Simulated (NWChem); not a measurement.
All runs are NWChem calculations. System: ethylamine (C$_{2}$H$_{7}$N), charge 0, spin multiplicity 1, at a geometry optimised with PBE/def2-SVP. Level: RHF/def2-TZVP.

NWChem printed:

```
             Northwest Computational Chemistry Package (NWChem) 7.3.0
             --------------------------------------------------------

                                NWChem Input Module
                                -------------------

 Scaling coordinates for geometry "geometry" by  1.889725989
 (inverse scale =  0.529177249)

                             Geometry "geometry" -> ""
                             -------------------------

 Output coordinates in angstroms (scale by  1.889725989 to convert to a.u.)

  No.       Tag          Charge          X              Y              Z
 ---- ---------------- ---------- -------------- -------------- --------------
    1 C                    6.0000     1.19092800     0.44521300     0.01399900
    2 C                    6.0000     0.03947000    -0.55094500    -0.09841700
    3 N                    7.0000    -1.25011700     0.13404000    -0.00570400
    4 H                    1.0000     2.17281100    -0.05404200    -0.11248600
    5 H                    1.0000     1.09309000     1.23964100    -0.75303900
    6 H                    1.0000     1.19626300     0.93988500     1.00908000
    7 H                    1.0000     0.19287700    -1.36624900     0.65779800
    8 H                    1.0000     0.08783800    -1.05153000    -1.09072900
    9 H                    1.0000    -2.01633400    -0.54482800    -0.10144900
   10 H                    1.0000    -1.35811800     0.53323800     0.93726200

 Effective nuclear repulsion energy (a.u.)      82.3778764896

            Nuclear Dipole moment (a.u.)
            ----------------------------
        X                 Y               Z
 ---------------- ---------------- ----------------
    -0.0000075589     0.0000056692     0.0000018897


 Summary of "ao basis" -> "" (spherical)
 ------------------------------------------------------------------------------
       Tag                 Description            Shells   Functions and Types
 ---------------- ------------------------------  ------  ---------------------
 *                         def2-tzvp                  on all atoms

 Summary of "ao basis" -> "ao basis" (spherical)
 ------------------------------------------------------------------------------
       Tag                 Description            Shells   Functions and Types
 ---------------- ------------------------------  ------  ---------------------
 C                         def2-tzvp                11       31   5s3p2d1f
[...]
   113      0.172291   7 H  s                66      0.153412   3 N  s

 Vector   14  Occ=0.000000D+00  E= 1.326204D-01
              MO Center= -6.1D-01, -3.1D-01,  4.9D-01, r^2= 7.7D+00
   Bfn.  Coefficient  Atom+Function         Bfn.  Coefficient  Atom+Function
  ----- ------------  ---------------      ----- ------------  ---------------
    36      2.455836   2 C  s                 5      2.281854   1 C  s
   114     -1.337341   7 H  s                67      1.190413   3 N  s
   108     -1.190969   6 H  s               120     -1.164179   8 H  s
   126     -1.137943   9 H  s               132     -0.998974  10 H  s
    96     -0.932885   4 H  s               102     -0.861704   5 H  s

 Vector   15  Occ=0.000000D+00  E= 1.699683D-01
              MO Center=  2.5D-01,  3.4D-02,  2.1D-02, r^2= 9.4D+00
   Bfn.  Coefficient  Atom+Function         Bfn.  Coefficient  Atom+Function
  ----- ------------  ---------------      ----- ------------  ---------------
     5      5.677509   1 C  s               108     -1.821699   6 H  s
    96     -1.754958   4 H  s               102     -1.689547   5 H  s
    67     -1.632793   3 N  s               126      1.172730   9 H  s
    36     -1.090589   2 C  s                43     -0.931983   2 C  px
    44     -0.605084   2 C  py              132      0.482789  10 H  s

 Vector   16  Occ=0.000000D+00  E= 1.806462D-01
              MO Center= -2.0D-01, -3.7D-01,  1.0D-01, r^2= 8.0D+00
   Bfn.  Coefficient  Atom+Function         Bfn.  Coefficient  Atom+Function
  ----- ------------  ---------------      ----- ------------  ---------------
    36      5.099345   2 C  s                 5     -2.549574   1 C  s
   120     -2.467546   8 H  s                67     -1.577825   3 N  s
   132      1.440325  10 H  s               114     -1.196371   7 H  s
   108      1.158051   6 H  s                12      0.833215   1 C  px
    45     -0.441980   2 C  pz              126     -0.433672   9 H  s

------------------------------------------------------------
EAF file 0: "./mol.aoints.0" size=524288 bytes
------------------------------------------------------------
               write      read    awrite     aread      wait
               -----      ----    ------     -----      ----
     calls:        1        18         0         0         0
   data(b): 5.24e+05  9.44e+06  0.00e+00  0.00e+00
   time(s): 0.00e+00  0.00e+00  0.00e+00  0.00e+00  0.00e+00
rate(mb/s): 0.00e+00  0.00e+00
------------------------------------------------------------

 center of mass
 --------------
 x =  -0.05710403 y =   0.01266272 z =  -0.02273889

 moments of inertia (a.u.)
 ------------------
          59.092936418961         -22.009915872619           2.384847485194
         -22.009915872619         201.911617814035          -5.531971089150
           2.384847485194          -5.531971089150         230.623573858867

  Mulliken analysis of the total density
  --------------------------------------

    Atom       Charge   Shell Charges
 -----------   ------   -------------------------------------------------------
    1 C    6     6.30   0.85  1.12  0.47  0.68  0.08  1.24  1.40  0.38  0.02  0.06  0.00
    2 C    6     6.00   0.85  1.12  0.47  0.65  0.06  1.21  1.28  0.22  0.03  0.11  0.01
    3 N    7     7.57   0.82  1.16  0.52  0.85  0.21  1.47  1.74  0.75  0.01  0.04  0.00
    4 H    1     0.90   0.26  0.50  0.12  0.02
    5 H    1     0.89   0.26  0.49  0.12  0.02
    6 H    1     0.91   0.26  0.50  0.13  0.02
    7 H    1     0.93   0.26  0.51  0.14  0.02
    8 H    1     0.92   0.27  0.51  0.12  0.02
    9 H    1     0.78   0.26  0.42  0.07  0.04
   10 H    1     0.78   0.26  0.42  0.07  0.03

       Multipole analysis of the density wrt the origin
       ------------------------------------------------

     L   x y z        total         open         nuclear
     -   - - -        -----         ----         -------
     0   0 0 0     -0.000000      0.000000     26.000000

     1   1 0 0     -0.012980      0.000000     -0.000008
     1   0 1 0     -0.395669      0.000000      0.000006
     1   0 0 1      0.388951      0.000000      0.000002

     2   2 0 0    -14.949077      0.000000    116.990762
     2   1 1 0      1.193809      0.000000     15.206677
     2   1 0 1     -1.276050      0.000000     -2.753567
     2   0 2 0    -15.979255      0.000000     32.542549
     2   0 1 1      0.994921      0.000000      4.219755
     2   0 0 2    -15.217556      0.000000     14.886418

 Task  times  cpu:        5.7s     wall:        5.7s

 Total times  cpu:        5.7s     wall:        5.7s
```

Task: Write an NWChem input that would produce this output.

Result: Several could match; the one computed here: 
```
start mol
memory heap 200 mb stack 900 mb global 1100 mb
geometry units angstroms nocenter noautoz noautosym
  C      1.190928     0.445213     0.013999
  C      0.039470    -0.550945    -0.098417
  N     -1.250117     0.134040    -0.005704
  H      2.172811    -0.054042    -0.112486
  H      1.093090     1.239641    -0.753039
  H      1.196263     0.939885     1.009080
  H      0.192877    -1.366249     0.657798
  H      0.087838    -1.051530    -1.090729
  H     -2.016334    -0.544828    -0.101449
  H     -1.358118     0.533238     0.937262
end
basis spherical
  * library def2-tzvp
end
scf
  rhf
  nopen 0
  maxiter 100
  thresh 1e-7
  semidirect memsize 60000000 filesize 0
end
task scf energy
```
